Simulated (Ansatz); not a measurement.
## Grey tin (α-Sn)

All values below come from LDA in Ansatz (PAW).

Numerical settings: plane-wave cutoff 500 eV, 18×18×1 k mesh (along the axes of the cell as run), Fermi–Dirac smearing 0.1 eV, scalar-relativistic PAW data made under PBE.

Cell: relaxed at this level.

surface energy of the (111) face: 0.84 J/m²
work function of the (111) face: 4.61 eV

The slab of 12 atoms is relaxed and unreconstructed.

Spin–orbit coupling is not included.

The computed numbers hold no vibrational or temperature effects.

It cost very roughly 13 core-minutes of CPU time.

Ansatz is a first-principles code.
